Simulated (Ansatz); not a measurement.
Frontier orbitals of C3H6FNO, SMILES `C[C@@H]1O[C@]1(N)F`.

Total charge 0; spin multiplicity 1. All single points use the PBE0-D4/def2-TZVP geometry. It is one conformer, not always the lowest. Basis def2-TZVPP, Ansatz 0.2.0.

Orbital energies of one run (eV). Highest occupied ones, from the top: -7.22, -8.36, -9.28, -10.26, -10.96, -11.20, -11.88, -12.26, -12.67, -13.63, -14.84, -15.15, -16.96, -17.79. Empty: 0.63, 1.40, 1.75, 2.01, 2.69, 2.86.

Which functional gave them?
A. B3LYP
B. B97M-V
C. r2SCANh
D. BHLYP

A. HOMO energies: B3LYP -7.22, B97M-V -6.38, BHLYP -8.82, r2SCANh -6.80 eV.

B3LYP here is the variant with VWN-RPA as its local correlation; programs differ in this.
